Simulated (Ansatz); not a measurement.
Basis-set extrapolation for `F[SiH2][S]` radical (PBE0-D4/def2-TZVP geometry, frozen core, the Gaussian-basis code of Ansatz). Multiplicity 2, UHF reference.

|  | def2-TZVPP | def2-QZVPP |
| --- | --- | --- |
| HF | -787.208165 | -787.233615 |
| MP2 correlation | -0.512251 | -0.560543 |
| CCSD(T) correlation | -0.566192 | not run |

Energies in hartree. Use E(X) = E(∞) + A·exp(−7.88·√X) for Hartree–Fock and E(X) = E(∞) + B·X^(−2.97) for correlation, with X = 3 and 4, and add CCSD(T) minus MP2 of the smaller set to the MP2 limit.

Question: What is the CCSD(T) energy at the basis-set limit?

Answer: HF limit: -787.233615 + (-0.025450) × 0.13774 = -787.23712. MP2 limit: -0.560543 + (-0.048292) × 0.74074 = -0.59631. Higher-order term: -0.566192 − (-0.512251) = -0.05394. Total: -787.88737 hartree, 296.7 kJ/mol below CCSD(T)/def2-TZVPP.
